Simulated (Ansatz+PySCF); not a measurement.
**singlet SiH2: levels of theory in one basis**

```tsv
atom	x (Å)	y (Å)	z (Å)
Si	0.0075	-0.0049	-0.1386
H	-0.0057	1.1043	0.9403
H	-0.0040	-1.0887	0.9444
```

Basis set: def2-SVP (spherical functions). Correlated methods keep 5 orbitals frozen. Charge 0, multiplicity 1.

Computed with Ansatz (development build ahead of 0.2.0); each method stands on the lowest determinant of its kind that the runs found. NEVPT2 correlates all electrons. Active spaces start from the frontier orbitals, and the lowest solution found is given.

```tsv
method	E − E(RHF) (eV)	<S²> of the determinant
RHF	0.00	0.00
UHF	-0.08	0.36
UHF-MP2	-2.24	0.36
RHF-CCSD	-3.12	–
UHF-CCSD	-3.12	0.36
RHF-CCSD(T)	-3.18	–
UHF-CCSD(T)	-3.18	0.36
full CI (lowest root of this spin)	-3.20	–
CASSCF(6,6)	-1.34	–
SC-NEVPT2(6,6)	-2.83	–
```

What does RHF-MP2 give on the same scale?

-2.37 eV.

Is a single determinant a sound starting point here?

Only with care. Unrestricted orbitals gain 0.08 eV and <S²> is 0.36 against 0.00 for a pure state, so spin symmetry breaks but gains little energy; restricted orbitals can still serve. The CASSCF(6,6) natural occupations are 1.98, 1.97, 1.92, 0.08, 0.03, 0.02.

Caution for UHF, UHF-MP2, UHF-CCSD, UHF-CCSD(T): the unrestricted determinant is spin contaminated; the determinant breaks the point group. Caution for UHF-MP2: another reference gives a lower total.
